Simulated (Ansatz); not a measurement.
# SiHF₃: small, medium and large basis sets

One table from this session's results is given with a row withheld; the runs are named, their logs left out.

Program: Ansatz 0.2.0, Gaussian basis. Level of theory: one geometry, several basis sets. These are calculated values, not measurements.

Plan: PBE0-D4/def2-SVP; ωB97M-V/def2-SVP; PBE0-D4/def2-QZVPP; ωB97M-V/def2-QZVPP; the functionals' def2-TZVPP values are taken from earlier runs.

### Structure used throughout

The geometry comes from an earlier relaxation with PBE0-D4 in a triple-zeta def2 set; it is a stationary point.

SMILES `F[SiH](F)F`, 5 atoms, charge 0, spin multiplicity 1.

Atoms are counted from 1 here; the program's logs count them from 0.

Bond lengths: F1–Si2 1.573 Å, Si2–F3 1.573 Å, Si2–F4 1.573 Å, Si2–H5 1.461 Å. Angles: F1–Si2–F3 108.3°, F1–Si2–F4 108.3°, F1–Si2–H5 110.7°, F3–Si2–F4 108.3°, F3–Si2–H5 110.7°, F4–Si2–H5 110.7°.

Set-up of the first run:

File in.yaml:

```yaml
crystal:
  periodic: [false, false, false]
  atoms:
    - {symbol: F, position_ang: [-0.447083, -0.082184, 1.491262]}
    - {symbol: Si, position_ang: [0.040671, 0.001695, -0.001766]}
    - {symbol: F, position_ang: [-0.597060, 1.281427, -0.657249]}
    - {symbol: F, position_ang: [-0.495894, -1.263340, -0.767179]}
    - {symbol: H, position_ang: [1.499366, 0.062413, -0.065058]}
basis:
  gaussian: {orbitals: def2-SVP}
hamiltonian: {xc: pbe0, dispersion: d4}
output: {orbitals: {seedname: orbitals}}
```

Steps of the session up to this table: PBE0-D4 in def2-SVP; ωB97M-V in def2-SVP; PBE0-D4 in def2-QZVPP; ωB97M-V in def2-QZVPP.

One of the session's tables, all rows but one given; the rest of the session is left out.

It belongs to the step «Functionals by basis». 

```
functional       basis  HOMO (eV)  LUMO (eV)
   PBE0-D4    def2-SVP     -11.09       1.75
   PBE0-D4  def2-TZVPP          ?          ?
   PBE0-D4  def2-QZVPP     -11.25       0.66
   ωB97M-V    def2-SVP     -13.39       3.62
   ωB97M-V  def2-TZVPP     -13.56       2.71
   ωB97M-V  def2-QZVPP     -13.60       1.97
```

**Question.** Estimate the row for PBE0-D4, def2-TZVPP.

The run gave: HOMO (eV): -11.22; LUMO (eV): 1.03. In the column «HOMO (eV)» it lies between PBE0-D4, def2-QZVPP (-11.25) and PBE0-D4, def2-SVP (-11.09).
